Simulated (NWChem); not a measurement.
Correlation energy of methylamine (CH₅N)

```xyz
7

C     -0.0874     0.6904     0.0000
N      0.1968    -0.7279     0.0000
H      0.3730     1.1640    -0.8817
H      0.3730     1.1640     0.8817
H     -1.1606     0.9771     0.0000
H     -0.2194    -1.1763    -0.8133
H     -0.2194    -1.1763     0.8133
```
Charge 0, spin multiplicity 1.

All runs are NWChem calculations. The geometry was optimised at PBE0/def2-SVP, a minimum by its harmonic frequencies.

Basis set: cc-pVDZ. Each correlation energy counts from its own Hartree-Fock reference.

The correlated methods keep 2 core orbitals frozen. Coupled-cluster values serve here as a point of comparison, not as the truth.

One of these methods gave a correlation energy of -325.9 mHa. Which?
A. CCSD+T(CCSD)
B. CR-CCSD(T)
C. CCSD
D. MP2

D, MP2. The others give -365.2 (CCSD+T(CCSD)), -363.4 (CR-CCSD(T)), -356.5 (CCSD).
